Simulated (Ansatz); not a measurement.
**Rutile MnF2**

Calculation: LDA (Ansatz, an electronic-structure program, PAW).

Run with plane-wave cutoff 500 eV, 8×8×12 k mesh (along the axes of the cell as run), Fermi–Dirac smearing 0.05 eV, spin-polarised with opposed moments, scalar-relativistic PAW data made under PBE.

Cell: relaxed at this level.

```json
{
 "volume_per_atom": "12.17 Å³/atom",
 "magnetic moment (largest site, within a sphere)": "4.01 μB",
 "band_gap": "1.71 eV (on the SCF k mesh)"
}
```

Measured, for comparison: band gap 9.9 eV (temperature not stated, not corrected to a static lattice, the source doubts the polymorph; as tabulated in Das and Bazhirov (2019), arXiv:1808.05325). Computed (rounded) less measured: band gap not scored (a reference that its source doubts or gives as a wide range).

Moments are spin moments.

Computed values are for the static lattice.
